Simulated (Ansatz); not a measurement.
# Nudged elastic band run: C3H6N2

input.yaml

```yaml
crystal:
  periodic: [false, false, false]
  atoms:
    - { symbol: "N", position_ang: [-0.909541, 1.824397, -0.884769] }
    - { symbol: C, position_ang: [-0.864287, 0.582472, -0.647323] }
    - { symbol: C, position_ang: [0.438364, -0.156573, -0.598333] }
    - { symbol: C, position_ang: [0.757455, -0.552437, 0.811298] }
    - { symbol: "N", position_ang: [0.720078, -1.761595, 1.181812] }
    - { symbol: H, position_ang: [-1.874428, 2.161584, -0.86588] }
    - { symbol: H, position_ang: [-1.754449, -0.027377, -0.442157] }
    - { symbol: H, position_ang: [0.380295, -1.065078, -1.202824] }
    - { symbol: H, position_ang: [1.218273, 0.501079, -0.990183] }
    - { symbol: H, position_ang: [1.000306, 0.280152, 1.485258] }
    - { symbol: H, position_ang: [0.953234, -1.843424, 2.1738] }
basis:
  gaussian: { orbitals: def2-mTZVP }
hamiltonian:
  xc: pbe0
  dispersion: d4
neb:
  order_check: false
  images: 7
  f_tol: 0.03
  max_iterations: 60
  final_atoms:
    - { symbol: "N", position_ang: [-0.67482762, 1.65115546, -0.5011631] }
    - { symbol: C, position_ang: [-0.82421442, 0.3381388, -0.86372658] }
    - { symbol: C, position_ang: [-0.26439489, -0.75344254, -0.30661489] }
    - { symbol: C, position_ang: [0.689648, -0.75244427, 0.77193462] }
    - { symbol: "N", position_ang: [1.17137528, -1.8372724, 1.24553936] }
    - { symbol: H, position_ang: [-0.87829211, 2.33851308, -1.20864829] }
    - { symbol: H, position_ang: [-1.53443143, 0.19647201, -1.67297462] }
    - { symbol: H, position_ang: [-0.54980611, -1.72571901, -0.68988848] }
    - { symbol: H, position_ang: [0.11621029, 1.89593917, 0.07364326] }
    - { symbol: H, position_ang: [0.98472406, 0.22961603, 1.17271897] }
    - { symbol: H, position_ang: [1.82930895, -1.63775635, 1.99987876] }
  initial_path:
    images:
      - { positions_ang: [[-0.909541, 1.824397, -0.884769], [-0.864287, 0.582472, -0.647323], [0.438364, -0.156573, -0.598333], [0.757455, -0.552437, 0.811298], [0.720078, -1.761595, 1.181812], [-1.874428, 2.161584, -0.86588], [-1.754449, -0.027377, -0.442157], [0.380295, -1.065078, -1.202824], [1.218273, 0.501079, -0.990183], [1.000306, 0.280152, 1.485258], [0.953234, -1.843424, 2.1738]] }
      - { positions_ang: [[-0.85946183, 1.80517066, -0.88939111], [-0.8409098, 0.56674952, -0.65969412], [0.44622329, -0.18323382, -0.60438899], [0.79367815, -0.56625908, 0.81008991], [0.70246462, -1.77522271, 1.19904996], [-1.83516219, 2.16357134, -0.88333133], [-1.73807916, -0.02488524, -0.4649889], [0.39016154, -1.08991866, -1.20354086], [1.01246592, 0.63188596, -0.96858238], [1.05136041, 0.25905707, 1.48525387], [0.94255904, -1.84371504, 2.20022294]] }
      - { positions_ang: [[-0.80938267, 1.78594431, -0.89401321], [-0.81753259, 0.55102705, -0.67206524], [0.45408258, -0.20989464, -0.61044498], [0.8299013, -0.58008115, 0.80888182], [0.68485124, -1.78885042, 1.21628792], [-1.79589638, 2.16555867, -0.90078267], [-1.72170933, -0.02239349, -0.48782079], [0.40002808, -1.11475932, -1.20425772], [0.80665884, 0.76269291, -0.94698175], [1.10241482, 0.23796214, 1.48524974], [0.93188409, -1.84400607, 2.22664589]] }
      - { positions_ang: [[-0.7593035, 1.76671797, -0.89863532], [-0.79415539, 0.53530457, -0.68443636], [0.46194188, -0.23655546, -0.61650097], [0.86612445, -0.59390323, 0.80767373], [0.66723787, -1.80247813, 1.23352588], [-1.75663057, 2.16754601, -0.918234], [-1.70533949, -0.01990173, -0.51065269], [0.40989463, -1.13959997, -1.20497458], [0.60085177, 0.89349987, -0.92538113], [1.15346923, 0.21686722, 1.4852456], [0.92120913, -1.84429711, 2.25306883]] }
      - { positions_ang: [[-0.70922434, 1.74749163, -0.90325743], [-0.77077818, 0.5195821, -0.69680748], [0.46980117, -0.26321628, -0.62255696], [0.9023476, -0.60772531, 0.80646564], [0.64962449, -1.81610584, 1.25076384], [-1.71736476, 2.16953334, -0.93568533], [-1.68896965, -0.01740997, -0.53348459], [0.41976117, -1.16444063, -1.20569143], [0.39504469, 1.02430682, -0.9037805], [1.20452364, 0.19577229, 1.48524147], [0.91053417, -1.84458814, 2.27949177]] }
      - { positions_ang: [[-0.70062516, 1.72340759, -0.80273385], [-0.78413724, 0.47422127, -0.73853725], [0.28625215, -0.38577285, -0.54357144], [0.8491727, -0.64390505, 0.79783289], [0.78006219, -1.82139748, 1.24945772], [-1.5075966, 2.21177828, -1.00392607], [-1.6503351, 0.03606052, -0.8183571], [0.17736935, -1.30476022, -1.0767407], [0.32533609, 1.24221491, -0.65942456], [1.14957375, 0.20423322, 1.40711085], [1.14022787, -1.79288019, 2.20958852]] }
      - { positions_ang: [[-0.69202598, 1.69932355, -0.70221027], [-0.7974963, 0.42886045, -0.78026703], [0.10270314, -0.50832941, -0.46458592], [0.7959978, -0.68008479, 0.78920013], [0.91049988, -1.82668912, 1.2481516], [-1.29782844, 2.25402321, -1.07216681], [-1.61170054, 0.08953102, -1.1032296], [-0.06502247, -1.44507982, -0.94778996], [0.25562749, 1.460123, -0.41506862], [1.09462385, 0.21269416, 1.32898022], [1.36992156, -1.74117224, 2.13968526]] }
      - { positions_ang: [[-0.6834268, 1.6752395, -0.60168668], [-0.81085536, 0.38349963, -0.8219968], [-0.08084588, -0.63088598, -0.38560041], [0.7428229, -0.71626453, 0.78056737], [1.04093758, -1.83198076, 1.24684548], [-1.08806027, 2.29626814, -1.14040755], [-1.57306599, 0.14300152, -1.38810211], [-0.30741429, -1.58539941, -0.81883922], [0.18591889, 1.67803108, -0.17071268], [1.03967396, 0.2211551, 1.2508496], [1.59961526, -1.68946429, 2.06978201]] }
      - { positions_ang: [[-0.67482762, 1.65115546, -0.5011631], [-0.82421442, 0.3381388, -0.86372658], [-0.26439489, -0.75344254, -0.30661489], [0.689648, -0.75244427, 0.77193462], [1.17137528, -1.8372724, 1.24553936], [-0.87829211, 2.33851308, -1.20864829], [-1.53443143, 0.19647201, -1.67297462], [-0.54980611, -1.72571901, -0.68988848], [0.11621029, 1.89593917, 0.07364326], [0.98472406, 0.22961603, 1.17271897], [1.82930895, -1.63775635, 1.99987876]] }
```

Command:

```bash
$ ansatz run input.yaml --threads 2 --pin off --max-ram 3072MiB --backend cpu --events-out ev --progress --plain --runs-dir out
```

Output, in part (warnings, iteration lines, the closing report on the highest movable image, with atoms numbered from 0):

```
NEB end point (image 0): max|allowed force component| = 3.897e-3 eV/Å (the criterion of neb.relax_end_points is 1.000e-2)
NEB end point (image 8): max|allowed force component| = 1.519e-2 eV/Å (the criterion of neb.relax_end_points is 1.000e-2)
NEB iter   1: max|band force component| = 7.042e0 eV/Å  barrier→ = 4.6101 eV  barrier← = 4.8005 eV  Δτ_max = 0.1988 Å  (249 SCF iters)
NEB iter   2: max|band force component| = 4.206e0 eV/Å  barrier→ = 3.2651 eV  barrier← = 3.4555 eV  Δτ_max = 0.2000 Å  (230 SCF iters)
NEB iter   3: max|band force component| = 2.020e0 eV/Å  barrier→ = 2.4877 eV  barrier← = 2.6780 eV  Δτ_max = 0.2000 Å  (224 SCF iters)
NEB iter   4: max|band force component| = 2.985e0 eV/Å  barrier→ = 3.2549 eV  barrier← = 3.4453 eV  Δτ_max = 0.1003 Å  (224 SCF iters)
NEB iter   5: max|band force component| = 2.108e0 eV/Å  barrier→ = 2.7656 eV  barrier← = 2.9560 eV  Δτ_max = 0.1006 Å  (220 SCF iters)
NEB iter   6: max|band force component| = 6.954e-1 eV/Å  barrier→ = 2.3186 eV  barrier← = 2.5089 eV  Δτ_max = 0.1268 Å  (225 SCF iters)
NEB iter   7: max|band force component| = 8.460e-1 eV/Å  barrier→ = 2.0886 eV  barrier← = 2.2790 eV  Δτ_max = 0.0633 Å  (225 SCF iters)
NEB iter   8: max|band force component| = 2.582e0 eV/Å  barrier→ = 2.1554 eV  barrier← = 2.3458 eV  CI = image 4  Δτ_max = 0.1240 Å  (219 SCF iters)
NEB iter   9: max|band force component| = 1.301e0 eV/Å  barrier→ = 2.5662 eV  barrier← = 2.7565 eV  CI = image 4  Δτ_max = 0.1633 Å  (221 SCF iters)
NEB iter  10: max|band force component| = 1.201e0 eV/Å  barrier→ = 2.6683 eV  barrier← = 2.8587 eV  CI = image 4  Δτ_max = 0.1480 Å  (230 SCF iters)
NEB iter  11: max|band force component| = 4.043e-1 eV/Å  barrier→ = 2.6243 eV  barrier← = 2.8147 eV  CI = image 4  Δτ_max = 0.0508 Å  (222 SCF iters)
NEB iter  12: max|band force component| = 1.890e-1 eV/Å  barrier→ = 2.6128 eV  barrier← = 2.8032 eV  CI = image 4  Δτ_max = 0.0572 Å  (217 SCF iters)
NEB iter  13: max|band force component| = 2.070e-1 eV/Å  barrier→ = 2.6123 eV  barrier← = 2.8027 eV  CI = image 4  Δτ_max = 0.0286 Å  (220 SCF iters)
NEB iter  14: max|band force component| = 1.394e-1 eV/Å  barrier→ = 2.6095 eV  barrier← = 2.7999 eV  CI = image 4  Δτ_max = 0.0190 Å  (222 SCF iters)
NEB iter  15: max|band force component| = 6.802e-2 eV/Å  barrier→ = 2.6085 eV  barrier← = 2.7989 eV  CI = image 4  Δτ_max = 0.0110 Å  (203 SCF iters)
NEB iter  16: max|band force component| = 3.504e-2 eV/Å  barrier→ = 2.6081 eV  barrier← = 2.7985 eV  CI = image 4  Δτ_max = 0.0075 Å  (178 SCF iters)
NEB iter  17: max|band force component| = 1.777e-2 eV/Å  barrier→ = 2.6080 eV  barrier← = 2.7983 eV  CI = image 4  Δτ_max = 0.0000 Å  (377 SCF iters)
Total energy: -6179.55237854 eV, -227.0943612603 hartree
Atom 0 at    -0.501092     1.596088    -0.802537 Å, force     0.008212     0.005963    -0.002534 eV/Å
Atom 1 at    -0.970496     0.387114    -0.810178 Å, force     0.003978    -0.015265     0.001764 eV/Å
Atom 2 at     0.134636    -0.503947    -0.574899 Å, force    -0.013268     0.005858    -0.009510 eV/Å
Atom 3 at     0.582781    -0.646906     0.806404 Å, force     0.010628    -0.006885     0.014764 eV/Å
Atom 4 at     1.262303    -1.649674     1.202974 Å, force    -0.003673     0.000653    -0.003726 eV/Å
Atom 5 at    -1.114792     2.404099    -0.647526 Å, force    -0.002445    -0.000373     0.001748 eV/Å
Atom 6 at    -2.025345     0.154711    -0.963738 Å, force     0.000496     0.002791     0.000258 eV/Å
Atom 7 at     0.230632    -1.417657    -1.156699 Å, force     0.000920     0.001275     0.001562 eV/Å
Atom 8 at     0.631192     0.965006    -0.685604 Å, force    -0.001142     0.001558     0.002139 eV/Å
Atom 9 at     0.318729     0.193762     1.468079 Å, force    -0.005792     0.003494    -0.006023 eV/Å
Atom 10 at     1.516751    -1.539395     2.184425 Å, force     0.002084     0.000931    -0.000441 eV/Å
Dipole moment:    -0.680529     0.713914    -0.011057 e Å
```

The run converged. Neighbouring images differ by up to 1.8 eV, so the band resolves the path poorly. A vibrational analysis at the climbing image gives one clearly imaginary mode, 1947i cm⁻¹: a first-order saddle point. The orbitals stay closed-shell, which can raise the energy where a bond breaks towards radicals; this wasn't checked here.

Final band (atoms are numbered from 1 in the order of the input):

| image | path coordinate (Å) | energy (kcal/mol) | C3–H9 (Å) | N1–H9 (Å) |
| --- | --- | --- | --- | --- |
| 0 | 0.00 | 0.0 | 1.09 | 2.51 |
| 1 | 0.61 | 0.4 | 1.09 | 2.51 |
| 2 | 1.21 | 2.1 | 1.09 | 2.41 |
| 3 | 1.82 | 18.8 | 1.14 | 1.87 |
| 4 | 2.43 | 60.1 | 1.55 | 1.30 |
| 5 | 3.08 | 21.2 | 2.18 | 1.02 |
| 6 | 3.74 | 3.1 | 2.56 | 1.00 |
| 7 | 4.40 | -3.0 | 2.69 | 1.01 |
| 8 | 5.06 | -4.4 | 2.70 | 1.01 |

Run time: 4.6 min on 2 threads of Arm Neoverse V2 (shared host), peak memory 0.22 GiB.
